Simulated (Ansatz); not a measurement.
# LiCl2+ (SMILES [Li+].ClCl): Born-Oppenheimer dynamics

Aim: follow the atoms for 80 steps of 1.0 fs at constant energy, with velocities drawn for 300 K.

Program: Ansatz 0.2.0, Gaussian basis. Level of theory: PBE0-D4/def2-SVP. These are calculated values, not measurements.

**1. The starting structure**

The start, a pair relaxed at PBE0-D4: SMILES `[Li+].ClCl`, 3 atoms, charge 1, spin multiplicity 1.

Atoms are counted from 1 here; the program's logs count them from 0.

Bond lengths: Li1–Cl2 2.418 Å, Li1–Cl3 2.417 Å, Cl2–Cl3 1.997 Å. Angles: Cl2–Li1–Cl3 48.8°, Li1–Cl2–Cl3 65.6°, Li1–Cl3–Cl2 65.6°.

Coordinates:

```xyz
3
Cl2Li
Li   -0.0007    0.0208   -1.4675
Cl   -0.0305    0.9877    0.7483
Cl    0.0312   -1.0085    0.7192
```

**2. The run**

Input file md/in.yaml:

```yaml
crystal:
  periodic: [false, false, false]
  atoms:
    - {symbol: Li, position_ang: [-0.000689, 0.020831, -1.467497]}
    - {symbol: Cl, position_ang: [-0.030465, 0.987672, 0.748346]}
    - {symbol: Cl, position_ang: [0.031154, -1.008502, 0.719151]}
basis:
  gaussian: {orbitals: def2-SVP}
total_charge: 1
hamiltonian: {xc: pbe0, dispersion: d4}
md: {n_steps: 80, timestep: 1.0, temperature: 300, ensemble: nve, seed: 52, initial_velocities: maxwell_boltzmann}
```

Run with:

```bash
$ ansatz run in.yaml --threads 2 --pin off --events-out ev --progress --plain --max-ram 5222MiB
```

Before running it: what results should come out? Wanted: temperature at the start; mean temperature, second half; lowest and highest potential energy, from the first frame; largest change of potential + kinetic.

As calculated:

```
                                                 quantity              value
                                                   length  80 steps, 80.0 fs
                                 temperature at the start              300 K
                            mean temperature, second half              262 K
lowest and highest potential energy, from the first frame     -28 and 32 meV
                    largest change of potential + kinetic            0.1 meV
```

What this shows: With no thermostat the total energy should stay fixed; it holds within 0.1 meV, small beside the kinetic energy, so the time step serves. With 3 atoms the instant temperature spans 57 to 516 K. No bond breaks or forms, judged by distance.
